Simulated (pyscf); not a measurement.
Thermochemistry of product channels of HAs=AsH + water (H₂O) on the singlet surface, in kcal/mol, from ωB97M-D3(BJ)/def2-TZVP energies (ideal gas, 1 atm, RRHO with modes under 100 cm⁻¹ raised to 100, one conformer, R ln 2 for rigid chiral ones). PySCF, gas phase, ωB97X-D3(BJ)/def2-SVP geometries.

```json
[
 {"products": "HO–As=AsH + hydrogen (H₂)", "ΔE": "___", "ΔH(298 K)": "+5.5", "ΔG(298 K)": "+7.2", "ΔG(1200 K)": "+9.5"},
 {"products": "HO–AsH–AsH₂", "ΔE": "-12.5", "ΔH(298 K)": "-12.7", "ΔG(298 K)": "-3.5", "ΔG(1200 K)": "+22.4"}
]
```

Complete the blanks.


- HO–As=AsH + hydrogen (H₂), ΔE: +8.3

The channel to HO–AsH–AsH₂ turns unfavourable between 298 and 1200 K (ΔG from -3.5 kcal/mol to +22.4 kcal/mol).

These are energies of the channels, which say nothing of barriers. Elements up to Kr have no core potential and no relativistic terms here.
